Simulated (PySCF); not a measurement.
PF2PH2, F2H2P2.
Atom-mapped SMILES: `[F:1][P:2]([F:3])[PH2:4]` (hydrogens: H5, H6 on P4)

Method: PBE0-D3(BJ)/def2-SVP geometry optimisation, gas phase in PySCF.

Give the optimised bond lengths and angles.

```csv
bond,length (bohr)
"F1–P2, P2–F3",3.050
P2–P4,4.230
"P4–H5, P4–H6",2.706
```

Bonds in one row agree within 0.02 bohr and their mean is given. A selection of angles:
```csv
angle,degrees
F1–P2–F3,99.0
F1–P2–P4,96.0
P2–P4–H5,91.2
H5–P4–H6,92.4
```

P2 (three-coordinate phosphorus) is pyramidal (angles 99.0°, 96.2° and 96.0°, sum 291.2°, 0.88 Å off the plane of its three neighbours). P4 (three-coordinate phosphorus) is pyramidal (angles 92.4°, 91.2° and 91.0°, sum 274.7°, 0.90 Å off the plane of its three neighbours).

Not checked by PBE0-D3(BJ)/def2-SVP frequencies. The numbers are those of one conformer (F1–P2–P4–H 174° and 81°).

The run took 12 s of wall time on one thread, Arm Neoverse V1 (aarch64), shared host, and the process peaked at 0.37 GiB of memory. These figures are those of the optimisation.
